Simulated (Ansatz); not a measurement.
## Gadolinium, hcp: convergence with the plane-wave cutoff

Computed with Ansatz, LDA, scalar-relativistic PAW, on the relaxed cell (a = 3.484 Å, c = 5.587 Å (c/a = 1.603); ferromagnetic, net 7.42 μB per atom). Errors count from a run at 420 eV on a Γ-centred 14×14×8 mesh with Fermi-Dirac smearing of 0.05 eV, extrapolated to zero width. Fixed here: mesh 10×10×6, Fermi-Dirac width 0.05 eV. The pressure holds a Pulay correction and is unreliable far below the recommended cutoff.

```tsv
cutoff (eV)	E(σ→0) error (meV/atom)	P (GPa)	sphere moment (μB)	SCF iterations
150	50759.3	-75.98	0.00	28
200	11503.6	9.53	6.43	22
250	2233.4	1.76	6.88	20
300	248.1	0.10	7.16	18
350	15.7	0.02	7.22	18
420	-1.0	-0.02	7.22	17
500	-2.3	-0.01	7.22	17
800	-3.2	-0.02	7.22	18
```

What does the run at 600 give (cutoff)?

E(σ→0) error (meV/atom): -2.8; P (GPa): -0.01; sphere moment (μB): 7.22; SCF iterations: 18.

Within 5 meV/atom of the last row: from 420 eV on.
